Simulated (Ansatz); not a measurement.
Zinc-blende MgS (metastable phase) was calculated with r²SCAN+rVV10 (Ansatz, a first-principles code, PAW).

Run with plane-wave cutoff 560 eV, 10×10×10 k mesh, Fermi–Dirac smearing 0.01 eV, scalar-relativistic PAW data made under PBE.

Properties against volume:

```json
[
 {"V (Å³/atom)": "21.157", "P (GPa)": "4.29", "direct gap at Γ (eV)": "4.455"},
 {"V (Å³/atom)": "21.607", "P (GPa)": "2.71", "direct gap at Γ (eV)": "4.337"},
 {"V (Å³/atom)": "22.057", "P (GPa)": "1.29", "direct gap at Γ (eV)": "4.224"},
 {"V (Å³/atom)": "22.507", "P (GPa)": "0.00", "direct gap at Γ (eV)": "4.115"},
 {"V (Å³/atom)": "22.957", "P (GPa)": "-1.16", "direct gap at Γ (eV)": "4.010"},
 {"V (Å³/atom)": "23.407", "P (GPa)": "-2.21", "direct gap at Γ (eV)": "3.909"},
 {"V (Å³/atom)": "23.857", "P (GPa)": "-3.17", "direct gap at Γ (eV)": "3.811"}
]
```

A straight line through the gaps at Γ against ln V gives a volume deformation potential dE_g(Γ)/d ln V of -5.4 eV: the gap at Γ widens under compression.

Measured, for comparison: band gap 4.78 ± 0.1 eV (temperature not stated, extrapolated in composition from an alloy gap of 4.19 eV, direct; extrapolated from a Zn0.2Mg0.8S0.645Se0.355 epilayer; as tabulated in Lucero et al. (2012), arXiv:1111.4515).
